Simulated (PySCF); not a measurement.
# U-r2SCAN/def2-TZVPPD run of AlO (oxoaluminum)

Aim: the vertical ionisation energy of AlO (oxoaluminum) at U-r2SCAN/def2-TZVPPD, from 2 runs. The job is set up through a Python script.

The results are computed with PySCF 2.14.0.

2 further runs of the same task are left out: 2 set aside as unsound or not needed.

### Step 1. Starting point

AlO: 2 atoms, total charge 0, spin state doublet. As SMILES, `[O]=[Al]`. Geometry: a GFN2-xTB relaxation, a rough one for these elements and not checked as a minimum.

Bond lengths: O1–Al2 1.570 Å.

### Step 2. A single-point energy at U-r2SCAN/def2-TZVPPD

The input, input.py:

```python
from pyscf import gto, dft

mol = gto.M(
    atom=[
    ('O', (0.000000, 0.000000, 0.000000)),
    ('Al', (0.000000, 0.000000, 1.570050)),
],
    charge=0,
    max_memory=1860,
    spin=1,
    verbose=4,
    basis='def2-tzvppd',
)

mf = dft.UKS(mol, xc='r2scan')
mf.conv_tol = 1e-10
mf.grids.level = 5
mf.kernel()
if not mf.converged:
    mf = mf.newton().run(mf.mo_coeff, mf.mo_occ)

energy = mf.e_tot
print(f'total energy: {energy:.8f} hartree')
```

Started as:

```console
OMP_NUM_THREADS=1 python input.py
```

The program printed:

```text
PySCF version 2.14.0

[INPUT] num. atoms = 2
[INPUT] num. electrons = 21
[INPUT] charge = 0
[INPUT] spin (= nelec alpha-beta = 2S) = 1
[INPUT] symmetry False subgroup None
[INPUT] Mole.unit = angstrom
[INPUT] Symbol           X                Y                Z      unit          X                Y                Z       unit  Magmom
[INPUT]  1 O      0.000000000000   0.000000000000   0.000000000000 AA    0.000000000000   0.000000000000   0.000000000000 Bohr   0.0
[INPUT]  2 Al     0.000000000000   0.000000000000   1.570050000000 AA    0.000000000000   0.000000000000   2.966964501873 Bohr   0.0

nuclear repulsion = 35.0526607023216
number of shells = 30
number of NR pGTOs = 124
number of NR cGTOs = 88
basis = def2-tzvppd
ecp = {}

******** <class 'pyscf.dft.uks.UKS'> ********
method = UKS
initial guess = minao
damping factor = 0
level_shift factor = 0
DIIS = <class 'pyscf.scf.diis.CDIIS'>
diis_start_cycle = 1
diis_space = 8
diis_damp = 0
SCF conv_tol = 1e-10
SCF conv_tol_grad = None
SCF max_cycles = 50
direct_scf = True
direct_scf_tol = 1e-13
number electrons alpha = 11  beta = 10
XC library pyscf.dft.libxc version 7.0.0
    S. Lehtola, C. Steigemann, M. J.T. Oliveira, and M. A.L. Marques.,  SoftwareX 7, 1–5 (2018)
XC functionals = r2scan
    J. W. Furness, A. D. Kaplan, J. Ning, J. P. Perdew, and J. Sun.,  J. Phys. Chem. Lett. 11, 8208-8215 (2020)
    J. W. Furness, A. D. Kaplan, J. Ning, J. P. Perdew, and J. Sun.,  J. Phys. Chem. Lett. 11, 9248-9248 (2020)
    J. W. Furness, A. D. Kaplan, J. Ning, J. P. Perdew, and J. Sun.,  J. Phys. Chem. Lett. 11, 8208-8215 (2020)
    J. W. Furness, A. D. Kaplan, J. Ning, J. P. Perdew, and J. Sun.,  J. Phys. Chem. Lett. 11, 9248-9248 (2020)
radial grids:
    Treutler-Ahlrichs [JCP 102, 346 (1995); DOI:10.1063/1.469408] (M4) radial grids

becke partition: Becke, JCP 88, 2547 (1988); DOI:10.1063/1.454033
pruning grids: <function nwchem_prune>
grids dens level: 5
symmetrized grids: False
atomic radii adjust function: <function treutler_atomic_radii_adjust>
small_rho_cutoff = 0
Set gradient conv threshold to 1e-05
tot grids = 86032
init E= -317.620366049074
[... the frontier-level lines of each cycle are left out ...]


cycle= 1 E= -317.216767389205  delta_E= 0.404  |g|= 0.888  |ddm|= 1.15


cycle= 2 E= -309.702947172973  delta_E= 7.51  |g|= 2.35  |ddm|= 2.53
cycle= 3 E= -317.449080826633  delta_E= -7.75  |g|= 0.453  |ddm|= 2.45
cycle= 4 E= -317.579881247429  delta_E= -0.131  |g|= 0.12  |ddm|= 0.533
cycle= 5 E= -317.584448502258  delta_E= -0.00457  |g|= 0.0854  |ddm|= 0.115
cycle= 6 E= -317.586465869152  delta_E= -0.00202  |g|= 0.0601  |ddm|= 0.0418
cycle= 7 E= -317.588280127265  delta_E= -0.00181  |g|= 0.0105  |ddm|= 0.0441
cycle= 8 E= -317.588346163596  delta_E= -6.6e-05  |g|= 0.0041  |ddm|= 0.0112
cycle= 9 E= -317.588356708509  delta_E= -1.05e-05  |g|= 0.00175  |ddm|= 0.00589
cycle= 10 E= -317.58835842918  delta_E= -1.72e-06  |g|= 0.00044  |ddm|= 0.00161
cycle= 11 E= -317.588358646188  delta_E= -2.17e-07  |g|= 0.00035  |ddm|= 0.000945
cycle= 12 E= -317.588358750325  delta_E= -1.04e-07  |g|= 6.44e-05  |ddm|= 0.000592
cycle= 13 E= -317.588358754497  delta_E= -4.17e-09  |g|= 1.29e-05  |ddm|= 0.000168
cycle= 14 E= -317.588358754596  delta_E= -9.83e-11  |g|= 5.6e-06  |ddm|= 1.86e-05
Extra cycle  E= -317.588358754341  delta_E= 2.55e-10  |g|= 2.44e-05  |ddm|= 1.89e-05
converged SCF energy = -317.588358754341  <S^2> = 0.75941073  2S+1 = 2.0093887
total energy: -317.58835875 hartree
```

It took 28 s on 1 thread of Arm Neoverse V1, shared host; peak memory 0.46 GiB.

### Step 3. The singlet cation at the same level

The input, run.py:

```python
from pyscf import gto, dft

mol = gto.M(
    atom='''
O        0.000000       0.000000       0.000000
Al       0.000000       0.000000       1.570050
''',
    basis='def2-tzvppd',
    charge=1,
    verbose=4,
    max_memory=1860,
)

myscf = dft.RKS(mol)
myscf.xc = 'r2scan'
myscf.conv_tol = 1e-10
myscf.grids.level = 5
myscf.kernel()
if not myscf.converged:
    myscf = myscf.newton().run(myscf.mo_coeff, myscf.mo_occ)

e_tot = myscf.e_tot
print(f'total energy: {e_tot:.8f} hartree')
```

Started as:

```console
OMP_NUM_THREADS=1 python run.py
```

The program printed:

```text
PySCF version 2.14.0

[INPUT] num. atoms = 2
[INPUT] num. electrons = 20
[INPUT] charge = 1
[INPUT] spin (= nelec alpha-beta = 2S) = 0
[INPUT] symmetry False subgroup None
[INPUT] Mole.unit = angstrom
[INPUT] Symbol           X                Y                Z      unit          X                Y                Z       unit  Magmom
[INPUT]  1 O      0.000000000000   0.000000000000   0.000000000000 AA    0.000000000000   0.000000000000   0.000000000000 Bohr   0.0
[INPUT]  2 Al     0.000000000000   0.000000000000   1.570050000000 AA    0.000000000000   0.000000000000   2.966964501873 Bohr   0.0

nuclear repulsion = 35.0526607023216
number of shells = 30
number of NR pGTOs = 124
number of NR cGTOs = 88
basis = def2-tzvppd
ecp = {}

******** <class 'pyscf.dft.rks.RKS'> ********
method = RKS
initial guess = minao
damping factor = 0
level_shift factor = 0
DIIS = <class 'pyscf.scf.diis.CDIIS'>
diis_start_cycle = 1
diis_space = 8
diis_damp = 0
SCF conv_tol = 1e-10
SCF conv_tol_grad = None
SCF max_cycles = 50
direct_scf = True
direct_scf_tol = 1e-13
XC library pyscf.dft.libxc version 7.0.0
    S. Lehtola, C. Steigemann, M. J.T. Oliveira, and M. A.L. Marques.,  SoftwareX 7, 1–5 (2018)
XC functionals = r2scan
    J. W. Furness, A. D. Kaplan, J. Ning, J. P. Perdew, and J. Sun.,  J. Phys. Chem. Lett. 11, 8208-8215 (2020)
    J. W. Furness, A. D. Kaplan, J. Ning, J. P. Perdew, and J. Sun.,  J. Phys. Chem. Lett. 11, 9248-9248 (2020)
    J. W. Furness, A. D. Kaplan, J. Ning, J. P. Perdew, and J. Sun.,  J. Phys. Chem. Lett. 11, 8208-8215 (2020)
    J. W. Furness, A. D. Kaplan, J. Ning, J. P. Perdew, and J. Sun.,  J. Phys. Chem. Lett. 11, 9248-9248 (2020)
radial grids:
    Treutler-Ahlrichs [JCP 102, 346 (1995); DOI:10.1063/1.469408] (M4) radial grids

becke partition: Becke, JCP 88, 2547 (1988); DOI:10.1063/1.454033
pruning grids: <function nwchem_prune>
grids dens level: 5
symmetrized grids: False
atomic radii adjust function: <function treutler_atomic_radii_adjust>
small_rho_cutoff = 0
Set gradient conv threshold to 1e-05
Initial guess from minao.
tot grids = 86032
init E= -317.620366049074
  HOMO = -0.441917134533907  LUMO = -0.224016286977793  gap/eV = 5.92938
cycle= 1 E= -316.799351104358  delta_E= 0.821  |g|= 1.26  |ddm|=  1.9
  HOMO = -0.366789397939037  LUMO = -0.237619398561463  gap/eV = 3.51489
cycle= 2 E= -309.694430464953  delta_E=  7.1  |g|= 3.47  |ddm|=  3.4
  HOMO = -0.584462088659434  LUMO = -0.433035377141579  gap/eV = 4.12053
cycle= 3 E= -317.080090394901  delta_E= -7.39  |g|= 0.589  |ddm|= 3.23
  HOMO = -0.491123048792341  LUMO = -0.463421770896484  gap/eV = 0.75379
cycle= 4 E= -317.169986924751  delta_E= -0.0899  |g|= 0.414  |ddm|= 1.11
  HOMO = -0.507389889112285  LUMO = -0.481444045152182  gap/eV = 0.70602
cycle= 5 E= -317.194614924454  delta_E= -0.0246  |g|= 0.262  |ddm|= 0.119
  HOMO = -0.513888321900826  LUMO = -0.486440645352268  gap/eV = 0.74689
cycle= 6 E= -317.201908452403  delta_E= -0.00729  |g|= 0.192  |ddm|= 0.0556
  HOMO = -0.529535893767555  LUMO = -0.495643398100824  gap/eV = 0.92226
cycle= 7 E= -317.21030129013  delta_E= -0.00839  |g|= 0.0331  |ddm|= 0.18
  HOMO = -0.528250442916035  LUMO = -0.495912963107689  gap/eV = 0.87995
cycle= 8 E= -317.210571217121  delta_E= -0.00027  |g|= 0.00505  |ddm|= 0.0338
  HOMO = -0.528442679640847  LUMO = -0.495874277357513  gap/eV = 0.88623
cycle= 9 E= -317.210576880208  delta_E= -5.66e-06  |g|= 0.00189  |ddm|= 0.00663
  HOMO = -0.528354207417802  LUMO = -0.495822005517831  gap/eV = 0.88525
cycle= 10 E= -317.210577739395  delta_E= -8.59e-07  |g|= 0.00026  |ddm|= 0.00144
  HOMO = -0.528333645664565  LUMO = -0.495810959935457  gap/eV = 0.88499
cycle= 11 E= -317.210577756207  delta_E= -1.68e-08  |g|= 6.8e-06  |ddm|= 0.000227
  HOMO = -0.528334086406101  LUMO = -0.49581103514314  gap/eV = 0.88500
cycle= 12 E= -317.21057775622  delta_E= -1.33e-11  |g|= 1.47e-06  |ddm|= 9.13e-06
  HOMO = -0.528333479888525  LUMO = -0.495810857658368  gap/eV = 0.88499
Extra cycle  E= -317.210577756199  delta_E= 2.1e-11  |g|= 9.67e-06  |ddm|= 9.44e-06
converged SCF energy = -317.210577756199
total energy: -317.21057776 hartree
```

It took 13 s on 1 thread of Arm Neoverse V1, shared host; peak memory 0.45 GiB.

### Step 4. Summary of results

Level: U-r2SCAN/def2-TZVPPD.

```
                                          quantity          value
                         doublet AlO: total energy  -317.58836 Eh
                        doublet AlO: dipole moment         4.29 D
   doublet AlO: HOMO energy (highest over α and β)       -6.85 eV
    doublet AlO: LUMO energy (lowest over α and β)       -4.88 eV
                                 doublet AlO: ⟨S²⟩          0.759
                      singlet cation: total energy  -317.21058 Eh
                       singlet cation: HOMO energy      -14.38 eV
                       singlet cation: LUMO energy      -13.49 eV
                     singlet cation: HOMO–LUMO gap        0.88 eV
vertical ionisation energy (to the singlet cation)      10.280 eV
```

What this shows: The vertical ionisation energy comes to 10.28 eV (992 kJ/mol). Only the singlet of the ionised species was computed; a triplet could lie lower.
